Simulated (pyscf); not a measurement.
Optimised with ωB97X-D3(BJ)/def2-SVP in PySCF.

**Question.** For the elementary gas-phase step `[CH3][CH][F]` [doublet] + `[FH]` → `[CH3][CH]([F])[F]` + `[H]` [doublet] (doublet surface; F–H broken, C–F formed), what barrier and reaction energy does ωB97M-D3(BJ)/def2-TZVP give, measured from the separated reactants?

**Answer.** ΔE‡ = 48.3 kcal/mol, ΔE = +14.0 kcal/mol. Zero-point energy shifts the barrier by -1.6 kcal/mol. It is an atom transfer, with an imaginary mode of 1960i cm⁻¹. On the reactant side the descent ends in a complex (not fully relaxed), 4.5 kcal/mol under the separated species and 54.7 kcal/mol under the saddle at ωB97X-D3(BJ)/def2-TZVP. One saddle was located; it need not be the lowest between these sides. The angle at the transferred F is 177°.
